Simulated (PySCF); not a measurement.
# P₃: from structure and modes to constants

These are results of UPBE0 in PySCF with P def2-TZVP; no relativity; density-fitted integrals, not measurements.

The doublet minimum has C2v symmetry. Masses (u): P 30.97376.

```xyz
3
charge 0 multiplicity 2, angstrom
P     0.6786   -1.0583    0.0000
P    -1.2561    0.0506    0.0000
P     0.5776    1.0077    0.0000
```

Harmonic wavenumbers (cm⁻¹): 253.1 (b2, ×1), 430.0 (a1, ×1), 653.0 (a1, ×1).

Problem. Find the vibrational entropy and heat capacity at 298.15 K.

Solution. With u = 1.43878 ω/T, each mode gives S = R[u/(eᵘ−1) − ln(1−e⁻ᵘ)] and C = R u² eᵘ/(eᵘ−1)².
```json
{"ω (cm⁻¹)": "253.1", "u": "1.222", "S (J/(mol K))": "7.15", "C (J/(mol K))": "7.35"}
{"ω (cm⁻¹)": "430.0", "u": "2.075", "S (J/(mol K))": "3.59", "C (J/(mol K))": "5.88"}
{"ω (cm⁻¹)": "653.0", "u": "3.151", "S (J/(mol K))": "1.54", "C (J/(mol K))": "3.86"}
```
The sums over all modes are S = 12.3 and C = 17.1 J/(mol K); the softest mode gives 58 % of the entropy.

Problem. Give the standard entropy (298.15 K, 1 bar) by its translational, rotational, vibrational and spin parts, and Cp.

Solution. Sackur–Tetrode with M = 92.92 u gives 165.4; rotation with symmetry number 2 gives 98.6; vibration 12.3; spin R ln 2 = 5.8. The total is 282.0 J/(mol K), and Cp = 4 R + 17.1 = 50.3 J/(mol K).

Other isomers or separated fragments may lie lower.
